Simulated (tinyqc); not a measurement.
RKS/BP86 in the sto-3g basis, for OH-, spin multiplicity 1, step by step. The basis has no diffuse functions, so it cannot describe the extra electron: this is an exercise in the method, not the real anion. Computed by tinyqc, a small Python program that keeps every step (integrals from PySCF). Settings: charge = -1, multiplicity = 1, basis = sto-3g, energy threshold = 1e-10, iteration cap = 85, orthogonalisation = canonical, start = core, DIIS depth = 3, method = RKS, functional = b88,p86, grid = [10, 86]. Command: `OMP_NUM_THREADS=1 python tinyqc.py 20450 20451 out.jsonl` (the two numbers bound the seeds that draw the settings). One thread of a shared host (Intel(R) Xeon(R) Processor @ 2.60GHz), about 0.8 s of CPU time with the checks. Later iterations appear only in the table of the cycle.

## One-electron integrals

Geometry (angstrom):
```
atom         x         y         z
O     0.000000  0.000000  0.000000
H     0.000000  0.000000  1.094000
```

Basis sto-3g: exponents (1/bohr^2) and contraction coefficients of normalised primitives:
```
element  l (shell)    exponent  coefficient
O            s (1)  130.709320     0.154329
O            s (1)   23.808861     0.535328
O            s (1)    6.443608     0.444635
O            s (2)    5.033151    -0.099967
O            s (2)    1.169596     0.399513
O            s (2)    0.380389     0.700115
O            p (3)    5.033151     0.155916
O            p (3)    1.169596     0.607684
O            p (3)    0.380389     0.391957
H            s (1)    3.425251     0.154329
H            s (1)    0.623914     0.535328
H            s (1)    0.168855     0.444635
```

Overlap, kinetic and nuclear-attraction integrals over the contracted functions; the nuclear repulsion is the sum of Za Zb / Rab.

nuclear repulsion = 3.86966882 hartree

overlap S, order 1O 1s, 1O 2s, 1O 2px, 1O 2py, 1O 2pz, 2H 1s:
```
[[1.000000, 0.236704, 0.000000, 0.000000, 0.000000, 0.038958],
 [0.236704, 1.000000, 0.000000, 0.000000, 0.000000, 0.389648],
 [0.000000, 0.000000, 1.000000, 0.000000, 0.000000, 0.000000],
 [0.000000, 0.000000, 0.000000, 1.000000, 0.000000, 0.000000],
 [0.000000, 0.000000, 0.000000, 0.000000, 1.000000, 0.342949],
 [0.038958, 0.389648, 0.000000, 0.000000, 0.342949, 1.000000]]
```

kinetic energy T (hartree), order 1O 1s, 1O 2s, 1O 2px, 1O 2py, 1O 2pz, 2H 1s:
```
[[29.003200, -0.168011, 0.000000, 0.000000, 0.000000, -0.008314],
 [-0.168011, 0.808128, 0.000000, 0.000000, 0.000000, 0.072559],
 [0.000000, 0.000000, 2.528731, 0.000000, 0.000000, 0.000000],
 [0.000000, 0.000000, 0.000000, 2.528731, 0.000000, 0.000000],
 [0.000000, 0.000000, 0.000000, 0.000000, 2.528731, 0.190253],
 [-0.008314, 0.072559, 0.000000, 0.000000, 0.190253, 0.760032]]
```

nuclear attraction V (hartree), order 1O 1s, 1O 2s, 1O 2px, 1O 2py, 1O 2pz, 2H 1s:
```
[[-61.102164, -7.297575, 0.000000, 0.000000, -0.011884, -1.231140],
 [-7.297575, -9.533015, 0.000000, 0.000000, -0.145076, -2.851438],
 [0.000000, 0.000000, -9.429769, 0.000000, 0.000000, 0.000000],
 [0.000000, 0.000000, 0.000000, -9.429769, 0.000000, 0.000000],
 [-0.011884, -0.145076, 0.000000, 0.000000, -9.520924, -2.245400],
 [-1.231140, -2.851438, 0.000000, 0.000000, -2.245400, -5.014139]]
```

core Hamiltonian H = T + V (hartree), order 1O 1s, 1O 2s, 1O 2px, 1O 2py, 1O 2pz, 2H 1s:
```
[[-32.098964, -7.465586, 0.000000, 0.000000, -0.011884, -1.239454],
 [-7.465586, -8.724887, 0.000000, 0.000000, -0.145076, -2.778880],
 [0.000000, 0.000000, -6.901038, 0.000000, 0.000000, 0.000000],
 [0.000000, 0.000000, 0.000000, -6.901038, 0.000000, 0.000000],
 [-0.011884, -0.145076, 0.000000, 0.000000, -6.992193, -2.055147],
 [-1.239454, -2.778880, 0.000000, 0.000000, -2.055147, -4.254107]]
```

## Two-electron integrals

Functions are numbered as in S; the eight-fold symmetry (ij|kl) = (ji|kl) = (kl|ij) leaves the list below.

Two-electron integrals (ij|kl) in chemists' order, unique and non-zero (hartree):
```
(11|11) 4.785065   (21|11) 0.741380   (21|21) 0.136873   (22|11) 1.118947
(22|21) 0.256633   (22|22) 0.817206   (31|31) 0.024477   (32|31) 0.037809
(32|32) 0.180518   (33|11) 1.115814   (33|21) 0.256684   (33|22) 0.817023
(33|33) 0.880159   (41|41) 0.024477   (42|41) 0.037809   (42|42) 0.180518
(43|43) 0.047444   (44|11) 1.115814   (44|21) 0.256684   (44|22) 0.817023
(44|33) 0.785270   (44|44) 0.880159   (51|51) 0.024477   (52|51) 0.037809
(52|52) 0.180518   (53|53) 0.047444   (54|54) 0.047444   (55|11) 1.115814
(55|21) 0.256684   (55|22) 0.817023   (55|33) 0.785270   (55|44) 0.785270
(55|55) 0.880159   (61|11) 0.123552   (61|21) 0.022632   (61|22) 0.042211
(61|33) 0.042128   (61|44) 0.042128   (61|51) 0.001040   (61|52) 0.001957
(61|55) 0.042383   (61|61) 0.003791   (62|11) 0.316770   (62|21) 0.073634
(62|22) 0.261575   (62|33) 0.257006   (62|44) 0.257006   (62|51) 0.005539
(62|52) 0.043264   (62|55) 0.270458   (62|61) 0.012430   (62|62) 0.105835
(63|31) 0.007505   (63|32) 0.044412   (63|53) 0.008862   (63|63) 0.014663
(64|41) 0.007505   (64|42) 0.044412   (64|54) 0.008862   (64|64) 0.014663
(65|11) 0.235021   (65|21) 0.055313   (65|22) 0.209775   (65|33) 0.200375
(65|44) 0.200375   (65|51) 0.011136   (65|52) 0.077052   (65|55) 0.228335
(65|61) 0.009727   (65|62) 0.103138   (65|65) 0.114010   (66|11) 0.473056
(66|21) 0.111737   (66|22) 0.456589   (66|33) 0.438563   (66|44) 0.438563
(66|51) 0.010384   (66|52) 0.113418   (66|55) 0.492069   (66|61) 0.019004
(66|62) 0.238147   (66|65) 0.264823   (66|66) 0.774606
```

## Orthogonalisation

S = U s U^T; canonical form X = U s^(-1/2), so that X^T S X = 1. Each column of U has its largest component positive (the first on a tie).

eigenvalues of S: [0.460536, 0.839703, 1.000000, 1.000000, 1.134912, 1.564849]

X, order 1O 1s, 1O 2s, 1O 2px, 1O 2py, 1O 2pz, 2H 1s:
```
[[0.299212, 0.757137, 0.000000, 0.000000, 0.590702, 0.228073],
 [-0.844426, -0.468777, 0.000000, 0.000000, 0.374402, 0.457825],
 [0.000000, 0.000000, 0.383286, 0.923630, 0.000000, 0.000000],
 [0.000000, 0.000000, 0.923630, -0.383286, 0.000000, 0.000000],
 [-0.627671, 0.571443, 0.000000, 0.000000, -0.582652, 0.318835],
 [0.987334, -0.267097, 0.000000, 0.000000, -0.229208, 0.525131]]
```

Within a degenerate level the vectors are fixed only up to a rotation; this is one choice.

## Starting guess

The start is the orbitals of the core Hamiltonian; D = 2 C_occ C_occ^T.

D at the start, order 1O 1s, 1O 2s, 1O 2px, 1O 2py, 1O 2pz, 2H 1s:
```
[[2.124871, -0.539079, 0.000000, 0.000000, -0.034489, 0.072061],
 [-0.539079, 2.325115, 0.000000, 0.000000, 0.199856, -0.308464],
 [0.000000, 0.000000, 2.000000, 0.000000, 0.000000, 0.000000],
 [0.000000, 0.000000, 0.000000, 2.000000, 0.000000, 0.000000],
 [-0.034489, 0.199856, 0.000000, 0.000000, 2.188233, -0.343109],
 [0.072061, -0.308464, 0.000000, 0.000000, -0.343109, 0.087093]]
```

## Iteration 1: exchange-correlation on the grid

Becke grid with 10 radial and 86 angular points per atom, points of zero weight dropped. rho = sum D_ij phi_i phi_j; V_xc,ij = sum w v_xc phi_i phi_j plus the gradient terms; v_xc is d(rho eps)/d rho at fixed gradient.

The 8 grid points with the largest w rho, of 1715 (bohr, atomic units):
```
x                  y          z         w       rho  |grad rho|^2     eps_xc       v_xc
0.826763   -0.826763   0.225117  0.135014  0.346494      0.954312  -0.602471  -0.733661
-0.826763   0.826763   0.225117  0.135014  0.346494      0.954312  -0.602471  -0.733661
-0.826763  -0.826763   0.225117  0.135014  0.346494      0.954312  -0.602471  -0.733661
0.826763    0.826763   0.225117  0.135014  0.346494      0.954312  -0.602471  -0.733661
0.687448   -0.687448  -0.687448  0.136257  0.340470      0.904335  -0.598999  -0.729892
0.687448    0.687448  -0.687448  0.136257  0.340470      0.904335  -0.598999  -0.729892
-0.687448   0.687448  -0.687448  0.136257  0.340470      0.904335  -0.598999  -0.729892
-0.687448  -0.687448  -0.687448  0.136257  0.340470      0.904335  -0.598999  -0.729892
```

electrons on the grid, sum of w rho = 9.974656

E_xc = sum of w rho eps_xc = -10.08710648 hartree

V_xc (hartree), order 1O 1s, 1O 2s, 1O 2px, 1O 2py, 1O 2pz, 2H 1s:
```
[[-3.045783, -0.431778, 0.000000, 0.000000, -0.000987, -0.072685],
 [-0.431778, -0.845991, 0.000000, 0.000000, 0.000511, -0.229086],
 [0.000000, 0.000000, -0.844734, 0.000000, 0.000000, 0.000000],
 [0.000000, 0.000000, 0.000000, -0.844734, 0.000000, 0.000000],
 [-0.000987, 0.000511, 0.000000, 0.000000, -0.841715, -0.162083],
 [-0.072685, -0.229086, 0.000000, 0.000000, -0.162083, -0.220072]]
```

## Iteration 1: building the Kohn-Sham matrix

J_ij = sum D_kl (ij|kl); F = H + J + V_xc; E = tr D H + tr D J / 2 + E_xc + E_nn.

Coulomb J (hartree), order 1O 1s, 1O 2s, 1O 2px, 1O 2py, 1O 2pz, 2H 1s:
```
[[18.577224, 3.542499, 0.000000, 0.000000, 0.003420, 0.586102],
 [3.542499, 8.797476, 0.000000, 0.000000, 0.000142, 2.725124],
 [0.000000, 0.000000, 8.791311, 0.000000, 0.000000, 0.000000],
 [0.000000, 0.000000, 0.000000, 8.791311, 0.000000, 0.000000],
 [0.003420, 0.000142, 0.000000, 0.000000, 8.786383, 2.141289],
 [0.586102, 2.725124, 0.000000, 0.000000, 2.141289, 4.563522]]
```

Kohn-Sham matrix F (hartree), order 1O 1s, 1O 2s, 1O 2px, 1O 2py, 1O 2pz, 2H 1s:
```
[[-16.567523, -4.354866, 0.000000, 0.000000, -0.009451, -0.726037],
 [-4.354866, -0.773401, 0.000000, 0.000000, -0.144423, -0.282842],
 [0.000000, 0.000000, 1.045539, 0.000000, 0.000000, 0.000000],
 [0.000000, 0.000000, 0.000000, 1.045539, 0.000000, 0.000000],
 [-0.009451, -0.144423, 0.000000, 0.000000, 0.952475, -0.075942],
 [-0.726037, -0.282842, 0.000000, 0.000000, -0.075942, 0.089343]]
```

total energy of this density = -73.13072132 hartree

## Iteration 1: diagonalisation and new density

Diagonalise F' = X^T F X, C = X C', fill 5 alpha and 5 beta electrons from the bottom; D = 2 C_occ C_occ^T. Each column has its largest component positive (the first on a tie).

F' = X^T F X (hartree):
```
[[0.615463, -1.472644, 0.000000, 0.000000, -1.203384, -0.931791],
 [-1.472644, -5.943468, 0.000000, 0.000000, -7.447014, -3.754150],
 [0.000000, 0.000000, 1.045539, 0.000000, 0.000000, 0.000000],
 [0.000000, 0.000000, 0.000000, 1.045539, 0.000000, 0.000000],
 [-1.203384, -7.447014, 0.000000, 0.000000, -7.193127, -4.265529],
 [-0.931791, -3.754150, 0.000000, 0.000000, -4.265529, -2.190778]]
```

orbital energies (hartree): [-16.579936, 0.055759, 0.616696, 1.045539, 1.045539, 1.195571]

coefficients C, order 1O 1s, 1O 2s, 1O 2px, 1O 2py, 1O 2pz, 2H 1s:
```
[[0.992836, -0.122558, -0.248423, 0.000000, 0.000000, -0.035686],
 [0.029944, 0.336516, 1.055154, 0.000000, 0.000000, 0.234730],
 [0.000000, 0.000000, 0.000000, 0.044394, 0.999014, 0.000000],
 [0.000000, 0.000000, 0.000000, 0.999014, -0.044394, 0.000000],
 [0.003145, 0.135321, -0.100037, 0.000000, 0.000000, 1.064579],
 [-0.007384, 0.777398, -0.638855, 0.000000, 0.000000, -0.601606]]
```

D after iteration 1, order 1O 1s, 1O 2s, 1O 2px, 1O 2py, 1O 2pz, 2H 1s:
```
[[2.124917, -0.547274, 0.000000, 0.000000, 0.022777, 0.112198],
 [-0.547274, 2.454978, 0.000000, 0.000000, -0.119844, -0.825408],
 [0.000000, 0.000000, 2.000000, 0.000000, 0.000000, 0.000000],
 [0.000000, 0.000000, 0.000000, 2.000000, 0.000000, 0.000000],
 [0.022777, -0.119844, 0.000000, 0.000000, 0.056658, 0.338169],
 [0.112198, -0.825408, 0.000000, 0.000000, 0.338169, 2.025076]]
```

Within a degenerate level the vectors are fixed only up to a rotation; this is one choice.

## Iteration 2: exchange-correlation on the grid

As before.

The 8 grid points with the largest w rho, of 1715 (bohr, atomic units):
```
x                  y         z         w       rho  |grad rho|^2     eps_xc       v_xc
-1.104167   0.445609  0.000000  0.134662  0.343971      0.936127  -0.601091  -0.732009
-0.445609   1.104167  0.000000  0.134662  0.343971      0.936127  -0.601091  -0.732009
0.445609    1.104167  0.000000  0.134662  0.343971      0.936127  -0.601091  -0.732009
1.104167    0.445609  0.000000  0.134662  0.343971      0.936127  -0.601091  -0.732009
-1.104167  -0.445609  0.000000  0.134662  0.343971      0.936127  -0.601091  -0.732009
-0.445609  -1.104167  0.000000  0.134662  0.343971      0.936127  -0.601091  -0.732009
0.445609   -1.104167  0.000000  0.134662  0.343971      0.936127  -0.601091  -0.732009
1.104167   -0.445609  0.000000  0.134662  0.343971      0.936127  -0.601091  -0.732009
```

electrons on the grid, sum of w rho = 9.960582

E_xc = sum of w rho eps_xc = -9.40179329 hartree

V_xc (hartree), order 1O 1s, 1O 2s, 1O 2px, 1O 2py, 1O 2pz, 2H 1s:
```
[[-3.028897, -0.416513, 0.000000, 0.000000, 0.000972, -0.069827],
 [-0.416513, -0.785416, 0.000000, 0.000000, -0.006685, -0.250297],
 [0.000000, 0.000000, -0.811616, 0.000000, 0.000000, 0.000000],
 [0.000000, 0.000000, 0.000000, -0.811616, 0.000000, 0.000000],
 [0.000972, -0.006685, 0.000000, 0.000000, -0.724052, -0.207739],
 [-0.069827, -0.250297, 0.000000, 0.000000, -0.207739, -0.551683]]
```

## Iteration 2: building the Kohn-Sham matrix

As before.

Coulomb J (hartree), order 1O 1s, 1O 2s, 1O 2px, 1O 2py, 1O 2pz, 2H 1s:
```
[[17.251577, 3.244074, 0.000000, 0.000000, 0.011702, 0.537281],
 [3.244074, 8.061541, 0.000000, 0.000000, 0.169264, 2.648001],
 [0.000000, 0.000000, 8.080009, 0.000000, 0.000000, 0.000000],
 [0.000000, 0.000000, 0.000000, 8.080009, 0.000000, 0.000000],
 [0.011702, 0.169264, 0.000000, 0.000000, 8.000723, 2.195644],
 [0.537281, 2.648001, 0.000000, 0.000000, 2.195644, 5.118111]]
```

Kohn-Sham matrix F (hartree), order 1O 1s, 1O 2s, 1O 2px, 1O 2py, 1O 2pz, 2H 1s:
```
[[-17.876283, -4.638025, 0.000000, 0.000000, 0.000790, -0.771999],
 [-4.638025, -1.448762, 0.000000, 0.000000, 0.017504, -0.381176],
 [0.000000, 0.000000, 0.367355, 0.000000, 0.000000, 0.000000],
 [0.000000, 0.000000, 0.000000, 0.367355, 0.000000, 0.000000],
 [0.000790, 0.017504, 0.000000, 0.000000, 0.284478, -0.067242],
 [-0.771999, -0.381176, 0.000000, 0.000000, -0.067242, 0.312320]]
```

total energy of this density = -74.03419253 hartree

## Iteration 2: DIIS over 2 matrices

error matrix X^T (FDS - SDF) X:
```
[[0.000000, 0.275800, 0.000000, 0.000000, -0.433813, 0.256552],
 [-0.275800, 0.000000, 0.000000, 0.000000, 0.147800, -0.122711],
 [0.000000, 0.000000, 0.000000, 0.000000, 0.000000, 0.000000],
 [0.000000, 0.000000, 0.000000, 0.000000, 0.000000, 0.000000],
 [0.433813, -0.147800, 0.000000, 0.000000, 0.000000, 0.055530],
 [-0.256552, 0.122711, 0.000000, 0.000000, -0.055530, 0.000000]]
```

B (overlaps of the stored error matrices):
```
[[1.4630218e+00, -7.1871970e-01],
 [-7.1871970e-01, 7.4013064e-01]]
```

Minimise |sum c_i e_i|^2 with sum c_i = 1: solve [B -1; -1 0][c; lambda] = [0; -1] with B_ij = tr e_i^T e_j, and take F = sum c_i F_i.

DIIS coefficients: [0.400718, 0.599282]

extrapolated F (hartree), order 1O 1s, 1O 2s, 1O 2px, 1O 2py, 1O 2pz, 2H 1s:
```
[[-17.351840, -4.524558, 0.000000, 0.000000, -0.003314, -0.753581],
 [-4.524558, -1.178133, 0.000000, 0.000000, -0.047383, -0.341772],
 [0.000000, 0.000000, 0.639115, 0.000000, 0.000000, 0.000000],
 [0.000000, 0.000000, 0.000000, 0.639115, 0.000000, 0.000000],
 [-0.003314, -0.047383, 0.000000, 0.000000, 0.552157, -0.070728],
 [-0.753581, -0.341772, 0.000000, 0.000000, -0.070728, 0.222969]]
```

## Iteration 2: diagonalisation and new density

As before.

F' = X^T F X (hartree):
```
[[0.491035, -1.590628, 0.000000, 0.000000, -1.353080, -0.735434],
 [-1.590628, -6.534643, 0.000000, 0.000000, -7.530960, -3.908358],
 [0.000000, 0.000000, 0.639115, 0.000000, 0.000000, 0.000000],
 [0.000000, 0.000000, 0.000000, 0.639115, 0.000000, 0.000000],
 [-1.353080, -7.530960, 0.000000, 0.000000, -7.755068, -4.471113],
 [-0.735434, -3.908358, 0.000000, 0.000000, -4.471113, -2.359658]]
```

orbital energies (hartree): [-17.363068, -0.057513, 0.364495, 0.639115, 0.639115, 0.897752]

coefficients C, order 1O 1s, 1O 2s, 1O 2px, 1O 2py, 1O 2pz, 2H 1s:
```
[[0.993282, -0.229822, 0.131654, 0.000000, 0.000000, -0.083494],
 [0.028132, 0.824457, -0.615399, 0.000000, 0.000000, 0.472600],
 [0.000000, 0.000000, 0.000000, 0.524567, 0.851369, 0.000000],
 [0.000000, 0.000000, 0.000000, 0.851369, -0.524567, 0.000000],
 [0.002474, 0.091246, 0.530675, 0.000000, 0.000000, 0.933654],
 [-0.006746, 0.339699, 0.655546, 0.000000, 0.000000, -0.910652]]
```

D after iteration 2, order 1O 1s, 1O 2s, 1O 2px, 1O 2py, 1O 2pz, 2H 1s:
```
[[2.113521, -0.485109, 0.000000, 0.000000, 0.102705, 0.003068],
 [-0.485109, 2.118473, 0.000000, 0.000000, -0.502557, -0.247090],
 [0.000000, 0.000000, 2.000000, 0.000000, 0.000000, 0.000000],
 [0.000000, 0.000000, 0.000000, 2.000000, 0.000000, 0.000000],
 [0.102705, -0.502557, 0.000000, 0.000000, 0.579895, 0.757722],
 [0.003068, -0.247090, 0.000000, 0.000000, 0.757722, 1.090362]]
```

Within a degenerate level the vectors are fixed only up to a rotation; this is one choice.

## Iteration 8 (converged): orbitals

converged F (hartree), order 1O 1s, 1O 2s, 1O 2px, 1O 2py, 1O 2pz, 2H 1s:
```
[[-17.525882, -4.560435, 0.000000, 0.000000, -0.013187, -0.759958],
 [-4.560435, -1.250153, 0.000000, 0.000000, -0.077740, -0.368256],
 [0.000000, 0.000000, 0.567285, 0.000000, 0.000000, 0.000000],
 [0.000000, 0.000000, 0.000000, 0.567285, 0.000000, 0.000000],
 [-0.013187, -0.077740, 0.000000, 0.000000, 0.479791, -0.098445],
 [-0.759958, -0.368256, 0.000000, 0.000000, -0.098445, 0.158398]]
```

As before.

F' = X^T F X (hartree):
```
[[0.397051, -1.597149, 0.000000, 0.000000, -1.367708, -0.721357],
 [-1.597149, -6.640883, 0.000000, 0.000000, -7.588783, -3.941104],
 [0.000000, 0.000000, 0.567285, 0.000000, 0.000000, 0.000000],
 [0.000000, 0.000000, 0.000000, 0.567285, 0.000000, 0.000000],
 [-1.367708, -7.588783, 0.000000, 0.000000, -7.850810, -4.488096],
 [-0.721357, -3.941104, 0.000000, 0.000000, -4.488096, -2.450303]]
```

orbital energies (hartree): [-17.536811, -0.130763, 0.311502, 0.567285, 0.567285, 0.811126]

coefficients C, order 1O 1s, 1O 2s, 1O 2px, 1O 2py, 1O 2pz, 2H 1s:
```
[[0.993398, -0.228619, 0.137210, 0.000000, 0.000000, -0.076150],
 [0.027704, 0.822660, -0.639218, 0.000000, 0.000000, 0.443227],
 [0.000000, 0.000000, 0.000000, 0.950131, -0.311852, 0.000000],
 [0.000000, 0.000000, 0.000000, 0.311852, 0.950131, 0.000000],
 [0.003095, 0.128759, 0.517936, 0.000000, 0.000000, 0.936382],
 [-0.006847, 0.329777, 0.657881, 0.000000, 0.000000, -0.912612]]
```

D after iteration 8, order 1O 1s, 1O 2s, 1O 2px, 1O 2py, 1O 2pz, 2H 1s:
```
[[2.115866, -0.496524, 0.000000, 0.000000, 0.089408, 0.016145],
 [-0.496524, 2.172274, 0.000000, 0.000000, -0.450127, -0.298849],
 [0.000000, 0.000000, 2.000000, 0.000000, 0.000000, 0.000000],
 [0.000000, 0.000000, 0.000000, 2.000000, 0.000000, 0.000000],
 [0.089408, -0.450127, 0.000000, 0.000000, 0.569692, 0.766361],
 [0.016145, -0.298849, 0.000000, 0.000000, 0.766361, 1.083214]]
```

Within a degenerate level the vectors are fixed only up to a rotation; this is one choice.

## Convergence

Stop when the energy changes by less than 1e-10 hartree and every element of the error matrix X^T (F D S - S D F) X is below 3e-06.

Course of the cycle:
```
iteration   E (hartree)     change  largest element of the error matrix
1          -73.13072132          -                             7.12e-01
2          -74.03419253  -9.03e-01                             4.34e-01
3          -74.28214716  -2.48e-01                             4.99e-02
4          -74.28386027  -1.71e-03                             1.82e-02
5          -74.28414451  -2.84e-04                             2.93e-03
6          -74.28415321  -8.70e-06                             1.15e-05
7          -74.28415321  -1.02e-10                             9.09e-08
8          -74.28415321   2.84e-14                             1.18e-10
```

PySCF RKS in the same basis, fine grid = -74.40508255 hartree

Converged in 8 iterations. The coarse grid moves the energy by +1.21e-01 hartree.

## Populations, bond orders and dipole

Mulliken: Z minus the diagonal of D S on the atom; Loewdin: the same with S^(1/2) D S^(1/2); Mayer order: 2 sum_s sum (D(s) S)_ij (D(s) S)_ji over the two atoms.

Charges (e):
```
atom   Mulliken    Loewdin
1O    -0.769780  -0.775610
2H    -0.230220  -0.224390
```

Mayer bond orders:
```
pair     order
2-1   0.946999
```

dipole moment about the origin, x y z (debye): [0.000000, 0.000000, -0.649189]
